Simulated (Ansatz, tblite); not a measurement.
# B(OH)3 (BH₃O₃): removing and adding an electron

Aim: the energy of removing and adding an electron for B(OH)3 (BH₃O₃), by energy differences, and how well orbital energies stand in for it.

Method: as each input shows; program: Ansatz 0.2.0, Gaussian basis.

The runs, in order: charge +1 doublet, at the geometry of the singlet (PBE0-D4/def2-TZVP, PBE-D4/def2-TZVP, r2SCAN-D4/def2-TZVP, CCSD(T)/def2-TZVPP); charge -1 doublet, at the geometry of the singlet (PBE0-D4/def2-TZVPD, PBE-D4/def2-TZVPD, r2SCAN-D4/def2-TZVPD); the starting singlet's energies come from earlier runs.

### 1 The structure

The singlet was relaxed beforehand with r2SCAN-D4/def2-TZVP.

7 atoms, charge 0, spin multiplicity 1.

Atoms are counted from 1 here; the program's logs count them from 0.

Bond lengths: B1–O2 1.364 Å, B1–O4 1.380 Å, B1–O6 1.371 Å, O2–H3 0.962 Å, O4–H5 0.960 Å, O6–H7 0.960 Å. Angles: O2–B1–O4 118.3°, O2–B1–O6 116.2°, O4–B1–O6 125.5°, B1–O2–H3 111.6°, B1–O4–H5 115.7°, B1–O6–H7 115.1°.

### 2 Charge +1 doublet at the fixed geometry, first pass, PBE0-D4/def2-SVP

Contents of in.yaml:

```yaml
crystal:
  periodic: [false, false, false]
  atoms:
    - {symbol: B, position_ang: [0.173589, -0.126893, -0.075815]}
    - {symbol: O, position_ang: [1.497129, -0.209044, -0.393956]}
    - {symbol: H, position_ang: [1.946712, 0.630232, -0.256338]}
    - {symbol: O, position_ang: [-0.316170, 1.081053, 0.377728]}
    - {symbol: H, position_ang: [-1.252533, 1.096624, 0.591031]}
    - {symbol: O, position_ang: [-0.560045, -1.273379, -0.236417]}
    - {symbol: H, position_ang: [-1.488672, -1.198592, -0.006243]}
basis:
  gaussian: {orbitals: def2-SVP}
total_charge: 1
magnetization: {spin_polarized: true, initial_magnetization: 1}
hamiltonian: {xc: pbe0, dispersion: d4}
output: {orbitals: {seedname: orbitals}}
```

Run with:

```sh
$ ansatz run in.yaml --threads 4 --pin off --events-out ev --progress --plain --max-ram 3916MiB
```

Standard output:

```text
Functional definition: PBE0
  name "PBE0"
  cite "Adamo & Barone, J. Chem. Phys. 110, 6158 (1999) doi:10.1063/1.478522"
  cite "Perdew, Burke & Ernzerhof, Phys. Rev. Lett. 77, 3865 (1996) doi:10.1103/PhysRevLett.77.3865"
  parent pbe
  parameter a = 0.25
  parameter kappa = 0.804
  parameter beta = 0.06672455060314922
  exchange = (1 - a)*pbe_x(kappa = kappa, mu = beta*pi^2/3) + a*exact_x
  correlation = pbe_c(beta = beta)
683 factors; integrals over basis functions are off by at most 1.3e-3 eV
mean field evaluation 1: about -6835.0789 eV, gradient 5.7e1 eV
mean field evaluation 2: about -6823.7852 eV, gradient 7.6e1 eV
mean field evaluation 4: about -6845.9499 eV, gradient 5.9e0 eV
mean field evaluation 8: about -6846.0869 eV, gradient 8.2e-1 eV
mean field evaluation 16: about -6846.2854 eV, gradient 8.3e-3 eV
mean field evaluation 32: about -6846.2854 eV, gradient 2.4e-5 eV
mean field -6846.28544889 eV, -251.5963496677 hartree, gradient 1.3e-5 eV, S^2 0.763193; 6 other end points of the search recorded, 0 dependent functions left out
reference -6846.28546736 eV, -251.5963503464 hartree; 16, 15 occupied and 55, 56 virtual orbitals, 683 factors
Total energy: -6846.34313744 eV, -251.5984696830 hartree
```

Wall time 1.8 s (4 threads of Intel Xeon Platinum 8488C, shared host).

HOMO -15.72 eV, LUMO -14.32 eV (over both spins); ⟨S²⟩ 0.763 (pure: 0.75).

### 3 Charge +1 doublet at the fixed geometry, PBE0-D4/def2-TZVP

start.molden holds the orbitals of an earlier run on this state, given as this run's starting guess.

in.yaml: that of step 2 with these lines changed.

```diff
@@ -11,3 +11,3 @@
 basis:
-  gaussian: {orbitals: def2-SVP}
+  gaussian: {orbitals: def2-TZVP, initial_orbitals: start.molden}
 total_charge: 1
@@ -15,2 +15,3 @@
 hamiltonian: {xc: pbe0, dispersion: d4}
+scf: {omitted_lower_state_checks: [starts]}
 output: {orbitals: {seedname: orbitals}}
```

Launched as before.

Standard output:

```text
Functional definition: PBE0
  name "PBE0"
  cite "Adamo & Barone, J. Chem. Phys. 110, 6158 (1999) doi:10.1063/1.478522"
  cite "Perdew, Burke & Ernzerhof, Phys. Rev. Lett. 77, 3865 (1996) doi:10.1103/PhysRevLett.77.3865"
  parent pbe
  parameter a = 0.25
  parameter kappa = 0.804
  parameter beta = 0.06672455060314922
  exchange = (1 - a)*pbe_x(kappa = kappa, mu = beta*pi^2/3) + a*exact_x
  correlation = pbe_c(beta = beta)
these checks for a lower state are left out or cut short: starts
754 factors; their error is unknown
mean field evaluation 1: about -6850.7853 eV, gradient 1.1e2 eV
mean field evaluation 2: about -6854.2526 eV, gradient 3.5e0 eV
mean field evaluation 4: about -6854.3035 eV, gradient 2.6e-1 eV
mean field evaluation 8: about -6854.3036 eV, gradient 1.6e-5 eV
mean field -6854.30364644 eV, -251.8910129927 hartree, gradient 8.4e-6 eV, S^2 0.763593; 0 other end points of the search recorded, 0 dependent functions left out
reference -6854.30366810 eV, -251.8910137886 hartree; 16, 15 occupied and 126, 127 virtual orbitals, 754 factors
Total energy: -6854.36133818 eV, -251.8931331252 hartree
Checks for a lower state left out: starts
```

Wall time 1.8 s (4 threads of Intel Xeon Platinum 8488C, shared host).

Report: HOMO -15.78 eV, LUMO -14.38 eV (over both spins); ⟨S²⟩ 0.764 (pure: 0.75).

### 4 Charge +1 doublet at the fixed geometry, PBE-D4/def2-TZVP

in.yaml: that of step 3 with these lines changed.

```diff
@@ -14,3 +14,3 @@
 magnetization: {spin_polarized: true, initial_magnetization: 1}
-hamiltonian: {xc: pbe0, dispersion: d4}
+hamiltonian: {xc: pbe, dispersion: d4}
 scf: {omitted_lower_state_checks: [starts]}
```

The command is unchanged.

Standard output:

```text
Functional definition: PBE
  name "PBE"
  cite "Perdew, Burke & Ernzerhof, Phys. Rev. Lett. 77, 3865 (1996) doi:10.1103/PhysRevLett.77.3865"
  parent pbe
  parameter kappa = 0.804
  parameter beta = 0.06672455060314922
  exchange = pbe_x(kappa = kappa, mu = beta*pi^2/3)
  correlation = pbe_c(beta = beta)
these checks for a lower state are left out or cut short: starts
754 factors; their error is unknown
mean field evaluation 1: about -6854.4554 eV, gradient 6.5e0 eV
mean field evaluation 2: about -6854.6099 eV, gradient 7.7e-1 eV
mean field evaluation 4: about -6854.6012 eV, gradient 2.8e-1 eV
mean field evaluation 8: about -6854.6014 eV, gradient 6.9e-4 eV
mean field evaluation 16: about -6854.6014 eV, gradient 1.6e-5 eV
mean field -6854.60135025 eV, -251.9019534059 hartree, gradient 7.7e-6 eV, S^2 0.753891; 0 other end points of the search recorded, 0 dependent functions left out
reference -6854.60138068 eV, -251.9019545242 hartree; 16, 15 occupied and 126, 127 virtual orbitals, 754 factors
Total energy: -6854.67163875 eV, -251.9045364607 hartree
Checks for a lower state left out: starts
```

It took 2.4 s on 4 threads of Intel Xeon Platinum 8488C, shared host.

HOMO -14.77 eV, LUMO -15.18 eV (over both spins; with the spin held, an empty level of the minority spin lies below the top filled one); ⟨S²⟩ 0.754 (pure: 0.75).

### 5 Charge +1 doublet at the fixed geometry, r2SCAN-D4/def2-TZVP

in.yaml: that of step 4 with these lines changed.

```diff
@@ -14,3 +14,3 @@
 magnetization: {spin_polarized: true, initial_magnetization: 1}
-hamiltonian: {xc: pbe, dispersion: d4}
+hamiltonian: {xc: r2scan, dispersion: d4}
 scf: {omitted_lower_state_checks: [starts]}
```

Launched as before.

Standard output:

```text
Functional definition: r2SCAN
  name "r2SCAN"
  cite "Furness, Kaplan, Ning, Perdew & Sun, J. Phys. Chem. Lett. 11, 8208 (2020) doi:10.1021/acs.jpclett.0c02405"
  cite "Furness, Kaplan, Ning, Perdew & Sun, J. Phys. Chem. Lett. 11, 9248 (2020) doi:10.1021/acs.jpclett.0c03077"
  parent r2scan
  parameter k0 = 0.174
  parameter k1 = 0.065
  parameter a1 = 4.9479
  exchange = r2scan_x(k0 = k0, k1 = k1, a1 = a1)
  correlation = r2scan_c
these checks for a lower state are left out or cut short: starts
754 factors; their error is unknown
mean field evaluation 1: about -6858.5896 eV, gradient 3.3e0 eV
mean field evaluation 2: about -6858.6326 eV, gradient 3.8e-1 eV
mean field evaluation 4: about -6858.6233 eV, gradient 2.8e-1 eV
mean field evaluation 8: about -6858.6234 eV, gradient 9.5e-5 eV
mean field -6858.62341979 eV, -252.0497617352 hartree, gradient 7.1e-6 eV, S^2 0.759269; 0 other end points of the search recorded, 0 dependent functions left out
reference -6858.62342839 eV, -252.0497620515 hartree; 16, 15 occupied and 126, 127 virtual orbitals, 754 factors
Total energy: -6858.64000739 eV, -252.0503713183 hartree
Checks for a lower state left out: starts
```

Run time: 2.1 s. Hardware: 4 threads of Intel Xeon Platinum 8488C, shared host.

HOMO -14.86 eV, LUMO -15.11 eV (over both spins; with the spin held, an empty level of the minority spin lies below the top filled one); ⟨S²⟩ 0.759 (pure: 0.75).

### 6 Charge +1 doublet at the fixed geometry, CCSD(T)/def2-TZVPP

in.yaml: that of step 5 with these lines changed.

```diff
@@ -11,7 +11,7 @@
 basis:
-  gaussian: {orbitals: def2-TZVP, initial_orbitals: start.molden}
+  gaussian: {orbitals: def2-TZVPP, initial_orbitals: start.molden}
 total_charge: 1
 magnetization: {spin_polarized: true, initial_magnetization: 1}
-hamiltonian: {xc: r2scan, dispersion: d4}
-scf: {omitted_lower_state_checks: [starts]}
+correlation: {method: ccsd_t}
+scf: {omitted_lower_state_checks: [starts, cluster_reference]}
 output: {orbitals: {seedname: orbitals}}
```

The command is unchanged.

Standard output, cut to the lines that bear on the results:

```text
Functional definition: HF
  name "HF"
  cite "Fock, Z. Phys. 61, 126 (1930) doi:10.1007/BF01340294"
  parent pbe
[...]
1053 factors; integrals over basis functions are off by at most 9.3e-4 eV
[...]
mean field -6827.37170197 eV, -250.9012822888 hartree, gradient 1.5e-6 eV, S^2 0.760124; 0 other end points of the search recorded, 0 dependent functions left out
4 core orbitals not correlated: weight in the atoms' cores, before any rotation towards them, 1.000 or more for the frozen orbitals, at most 0.000 for the correlated occupied ones
reference -6827.37170197 eV, -250.9012822888 hartree; 12, 11 occupied and 150, 151 virtual orbitals, 1053 factors
second order -20.53389472 eV of doubles, -0.00000000 eV of singles
cycle   1  -20.52917775 eV  change    4.7e-3 eV  update   1.1e-1
[...]
cycle  16  -21.21771548 eV  change    1.9e-5 eV  update   2.0e-5
perturbative correction -0.79337809 eV, -0.0291561069 hartree
Total energy: -6849.38279554 eV, -251.7101750578 hartree
Checks for a lower state left out: starts, cluster_reference
```

Run time: 58 s. Hardware: 4 threads of Intel Xeon Platinum 8488C, shared host; peak memory 3.5 GiB.

From the report: Hartree-Fock HOMO -19.51 eV, LUMO -8.76 eV (over both spins); ⟨S²⟩ 0.760 (pure: 0.75); T1 0.042.

### 7 Vertical ionisation energy

Charged state less starting state, singlet to doublet; the starting state's energies are those of its earlier runs.

```
             method  vertical ionisation energy (eV)  from CCSD(T)/def2-TZVPP (eV)   time
      HF/def2-TZVPP                            11.00                         -1.20       
   PBE-D4/def2-TZVP                            11.35                         -0.85    3 s
r2SCAN-D4/def2-TZVP                            11.53                         -0.67  3.1 s
  PBE0-D4/def2-TZVP                            11.79                         -0.41  2.7 s
     MP2/def2-TZVPP                            12.64                         +0.44       
    CCSD/def2-TZVPP                            12.21                         +0.01       
 CCSD(T)/def2-TZVPP                            12.20                             0   71 s
```

Times add the two runs; a level without a time comes out of a correlated run.

Beside −ε(HOMO) of the starting state:

| level | −ε(HOMO) (eV) | by difference (eV) | mismatch (eV) |
| --- | --- | --- | --- |
| PBE-D4/def2-TZVP | 7.42 | 11.35 | -3.94 |
| r2SCAN-D4/def2-TZVP | 7.81 | 11.53 | -3.71 |
| PBE0-D4/def2-TZVP | 9.17 | 11.79 | -2.62 |

### 8 Charge -1 doublet at the fixed geometry, first pass, PBE0-D4/def2-SVP

in.yaml: that of step 6 with these lines changed.

```diff
@@ -11,7 +11,6 @@
 basis:
-  gaussian: {orbitals: def2-TZVPP, initial_orbitals: start.molden}
-total_charge: 1
+  gaussian: {orbitals: def2-SVP}
+total_charge: -1
 magnetization: {spin_polarized: true, initial_magnetization: 1}
-correlation: {method: ccsd_t}
-scf: {omitted_lower_state_checks: [starts, cluster_reference]}
+hamiltonian: {xc: pbe0, dispersion: d4}
 output: {orbitals: {seedname: orbitals}}
```

The command is unchanged.

Standard output:

```text
Functional definition: PBE0
  name "PBE0"
  cite "Adamo & Barone, J. Chem. Phys. 110, 6158 (1999) doi:10.1063/1.478522"
  cite "Perdew, Burke & Ernzerhof, Phys. Rev. Lett. 77, 3865 (1996) doi:10.1103/PhysRevLett.77.3865"
  parent pbe
  parameter a = 0.25
  parameter kappa = 0.804
  parameter beta = 0.06672455060314922
  exchange = (1 - a)*pbe_x(kappa = kappa, mu = beta*pi^2/3) + a*exact_x
  correlation = pbe_c(beta = beta)
683 factors; integrals over basis functions are off by at most 1.3e-3 eV
mean field evaluation 1: about -6852.8983 eV, gradient 2.4e1 eV
mean field evaluation 2: about -6851.5681 eV, gradient 3.2e1 eV
mean field evaluation 4: about -6854.8903 eV, gradient 9.5e-1 eV
mean field evaluation 8: about -6855.1577 eV, gradient 9.8e-2 eV
mean field evaluation 16: about -6855.1582 eV, gradient 5.8e-4 eV
mean field -6855.15817309 eV, -251.9224162678 hartree, gradient 5.8e-5 eV, S^2 0.750691; 0 other end points of the search recorded, 0 dependent functions left out
reference -6855.15819798 eV, -251.9224171827 hartree; 17, 16 occupied and 54, 55 virtual orbitals, 683 factors
Total energy: -6855.24341926 eV, -251.9255490068 hartree
```

It took 0.95 s on 4 threads of Intel Xeon Platinum 8488C, shared host.

Report: HOMO 4.59 eV, LUMO 6.75 eV (over both spins); ⟨S²⟩ 0.751 (pure: 0.75). Doubts: highest occupied level lies above zero.

### 9 Charge -1 doublet at the fixed geometry, PBE0-D4/def2-TZVPD

in.yaml: that of step 8 with these lines changed.

```diff
@@ -11,3 +11,3 @@
 basis:
-  gaussian: {orbitals: def2-SVP}
+  gaussian: {orbitals: def2-TZVPD, initial_orbitals: start.molden}
 total_charge: -1
@@ -15,2 +15,3 @@
 hamiltonian: {xc: pbe0, dispersion: d4}
+scf: {omitted_lower_state_checks: [starts]}
 output: {orbitals: {seedname: orbitals}}
```

The command is unchanged.

Standard output, cut to the lines that bear on the results:

```text
Functional definition: PBE0
  name "PBE0"
  cite "Adamo & Barone, J. Chem. Phys. 110, 6158 (1999) doi:10.1063/1.478522"
  cite "Perdew, Burke & Ernzerhof, Phys. Rev. Lett. 77, 3865 (1996) doi:10.1103/PhysRevLett.77.3865"
  parent pbe
[...]
870 factors; their error is unknown
[...]
a density is far from that of the atoms, so the factors are made again for it
1257 factors; integrals over basis functions are off by at most 1.1e-3 eV
mean field -6865.76332337 eV, -252.3121483522 hartree, gradient 1.6e-5 eV, S^2 0.750171; 0 other end points of the search recorded, 0 dependent functions left out
reference -6865.76335031 eV, -252.3121493422 hartree; 17, 16 occupied and 167, 168 virtual orbitals, 1257 factors
Total energy: -6865.84857158 eV, -252.3152811663 hartree
Checks for a lower state left out: starts
```

Run time: 4.1 s. Hardware: 4 threads of Intel Xeon Platinum 8488C, shared host.

From the report: HOMO 1.54 eV, LUMO 2.97 eV (over both spins); ⟨S²⟩ 0.750 (pure: 0.75). Doubts: highest occupied level lies above zero.

### 10 Charge -1 doublet at the fixed geometry, PBE-D4/def2-TZVPD

in.yaml: that of step 9 with these lines changed.

```diff
@@ -14,3 +14,3 @@
 magnetization: {spin_polarized: true, initial_magnetization: 1}
-hamiltonian: {xc: pbe0, dispersion: d4}
+hamiltonian: {xc: pbe, dispersion: d4}
 scf: {omitted_lower_state_checks: [starts]}
```

Launched as before.

Standard output:

```text
Functional definition: PBE
  name "PBE"
  cite "Perdew, Burke & Ernzerhof, Phys. Rev. Lett. 77, 3865 (1996) doi:10.1103/PhysRevLett.77.3865"
  parent pbe
  parameter kappa = 0.804
  parameter beta = 0.06672455060314922
  exchange = pbe_x(kappa = kappa, mu = beta*pi^2/3)
  correlation = pbe_c(beta = beta)
these checks for a lower state are left out or cut short: starts
870 factors; their error is unknown
mean field evaluation 1: about -6865.6638 eV, gradient 6.6e0 eV
mean field evaluation 2: about -6865.7666 eV, gradient 1.3e-1 eV
mean field evaluation 4: about -6865.7530 eV, gradient 8.8e-3 eV
mean field evaluation 8: about -6865.7530 eV, gradient 1.8e-5 eV
a density is far from that of the atoms, so the factors are made again for it
1255 factors; integrals over basis functions are off by at most 1.1e-3 eV
mean field -6865.75286643 eV, -252.3117640669 hartree, gradient 1.9e-5 eV, S^2 0.750194; 0 other end points of the search recorded, 0 dependent functions left out
reference -6865.75290233 eV, -252.3117653861 hartree; 17, 16 occupied and 167, 168 virtual orbitals, 1255 factors
Total energy: -6865.85665300 eV, -252.3155781529 hartree
Checks for a lower state left out: starts
```

Run time: 3.6 s. Hardware: 4 threads of Intel Xeon Platinum 8488C, shared host.

From the report: HOMO 1.87 eV, LUMO 2.47 eV (over both spins); ⟨S²⟩ 0.750 (pure: 0.75). Doubts: highest occupied level lies above zero.

### 11 Charge -1 doublet at the fixed geometry, r2SCAN-D4/def2-TZVPD

in.yaml: that of step 10 with these lines changed.

```diff
@@ -14,3 +14,3 @@
 magnetization: {spin_polarized: true, initial_magnetization: 1}
-hamiltonian: {xc: pbe, dispersion: d4}
+hamiltonian: {xc: r2scan, dispersion: d4}
 scf: {omitted_lower_state_checks: [starts]}
```

The command is unchanged.

Standard output, cut to the lines that bear on the results:

```text
Functional definition: r2SCAN
  name "r2SCAN"
  cite "Furness, Kaplan, Ning, Perdew & Sun, J. Phys. Chem. Lett. 11, 8208 (2020) doi:10.1021/acs.jpclett.0c02405"
  cite "Furness, Kaplan, Ning, Perdew & Sun, J. Phys. Chem. Lett. 11, 9248 (2020) doi:10.1021/acs.jpclett.0c03077"
  parent r2scan
[...]
870 factors; their error is unknown
[...]
a density is far from that of the atoms, so the factors are made again for it
1256 factors; integrals over basis functions are off by at most 1.1e-3 eV
mean field -6869.80236054 eV, -252.4605802307 hartree, gradient 1.7e-5 eV, S^2 0.750388; 0 other end points of the search recorded, 0 dependent functions left out
reference -6869.80238543 eV, -252.4605811452 hartree; 17, 16 occupied and 167, 168 virtual orbitals, 1256 factors
Total energy: -6869.82706048 eV, -252.4614879367 hartree
Checks for a lower state left out: starts
```

Wall time 5.5 s (4 threads of Intel Xeon Platinum 8488C, shared host).

Report: HOMO 1.88 eV, LUMO 2.55 eV (over both spins); ⟨S²⟩ 0.750 (pure: 0.75). Doubts: highest occupied level lies above zero.

### 12 Vertical electron affinity

Starting state less charged state (positive: the electron is bound), singlet to doublet; the starting state's energies are those of its earlier runs.

| level | vertical electron affinity (eV) | time |
| --- | --- | --- |
| PBE-D4/def2-TZVPD | -0.28 | 4.5 s |
| r2SCAN-D4/def2-TZVPD | -0.42 | 6.9 s |
| PBE0-D4/def2-TZVPD | -0.39 | 5.2 s |

Times add the two runs; a level without a time comes out of a correlated run.

Beside −ε(LUMO) of the starting state:

```csv
level,−ε(LUMO) (eV),by difference (eV),mismatch (eV)
PBE-D4/def2-TZVPD,1.26,-0.28,+1.53
r2SCAN-D4/def2-TZVPD,0.58,-0.42,+1.01
PBE0-D4/def2-TZVPD,0.59,-0.39,+0.98
```

### 13 Results

| quantity | value |
| --- | --- |
| vertical ionisation energy, functionals in def2-TZVP | 11.35 (PBE-D4) to 11.79 eV (PBE0-D4) |
| vertical ionisation energy, CCSD(T)/def2-TZVPP | 12.20 eV |
| vertical electron affinity, functionals in def2-TZVPD | -0.42 (r2SCAN-D4) to -0.28 eV (PBE-D4) |

What this shows: The vertical ionisation energy spans 11.35 to 11.79 eV over the functionals, beside 12.20 eV from CCSD(T)/def2-TZVPP. −ε(HOMO) misses the level's own difference by -2.62 eV at best (PBE0-D4) and -3.94 eV at worst (PBE-D4). The reference is CCSD(T) in one finite basis, so it carries an error of its own, often a tenth of an eV or more, and near misses can't be ranked. The vertical electron affinity spans -0.42 to -0.28 eV over the functionals. A negative affinity means an unbound electron, held by the basis alone. −ε(LUMO) misses the level's own difference by +0.98 eV at best (PBE0-D4) and +1.53 eV at worst (PBE-D4).
